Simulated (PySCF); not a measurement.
Structure from NMR data

The spectra below were simulated for a compound C6H6.

1H NMR (300 MHz, computed): δ 7.65 (s, 6H).

13C{1H} NMR (computed): δ 135.1 (6C).

One computed conformer, averaged over atoms made equivalent by symmetry, fast rotation or ring inversion, no relativistic terms, no solvent model. B97-2/pcSseg-2 with gauge-including orbitals; geometry: PBE0-D3(BJ)/def2-TZVP; PySCF.

δ = σ(ref) − σ, references computed at the same level: TMS for 1H (31.64 ppm), 13C (185.38 ppm).

Propose a structure and justify it.

Results:


The formula gives 4 degrees of unsaturation (1 ring in the answer). 1 carbon signal for 6 carbons: some carbons are equivalent by symmetry or fast rotation. Carbon types of the structure: 6 × CH, which accounts for all hydrogens. δC 135.1: aromatic CH; the aromatic region. δH 7.65: hydrogen on an aromatic CH; ring-current deshielding.

These data were computed for `InChI=1S/C6H6/c1-2-4-6-5-3-1/h1-6H`.

The data come from this structure; uniqueness wasn't tested.

Shifts are as computed, not scaled to solution data. Of 246 compounds with measured shifts, 49 miss one by over three times the rms of a fit or turn the order of signals round; such compounds aren't used in these exercises.
